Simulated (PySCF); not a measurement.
Compound: carbonyl fluoride, CF2O.
InChI=1S/CF2O/c2-1(3)4

Method used: EOM-EE-CCSD/aug-cc-pVDZ in PySCF, restricted Hartree–Fock reference, frozen core, non-relativistic, gas phase, PBE0-D3(BJ)/def2-SVP geometry.

Give the EOM-CCSD singlets and triplets.

| state | E (eV) | λ (nm) | main singles (HF orbitals, share of the singles part) |
| --- | --- | --- | --- |
| singlet 1 | 7.40 | 168 | HOMO→LUMO+4 93 % |
| singlet 2 | 9.30 | 133 | HOMO→LUMO 80 %, HOMO→LUMO+10 9 % |
| singlet 3 | 10.42 | 119 | HOMO-1→LUMO+4 78 %, HOMO→LUMO+2 8 % |
| singlet 4 | 10.46 | 119 | HOMO-1→LUMO 77 %, HOMO-1→LUMO+10 11 % |
| triplet 1 | 7.06 | 176 | HOMO→LUMO+4 91 % |
| triplet 2 | 7.59 | 163 | HOMO-1→LUMO+4 89 % |

What is the vertical gap between the lowest excited singlet and the lowest triplet?

7.40 − 7.06 = 0.34 eV (33 kJ/mol). Both are led by HOMO→LUMO+4.

The first EOM-IP-CCSD ionisation energy is 13.35 eV, 2.89 eV above the highest singlet listed and 5.95 eV above the lowest.

T1 diagnostic 0.015. EOM-CCSD puts states of mainly double-excitation character too high. An iterative search for so few roots can pass over a low state.
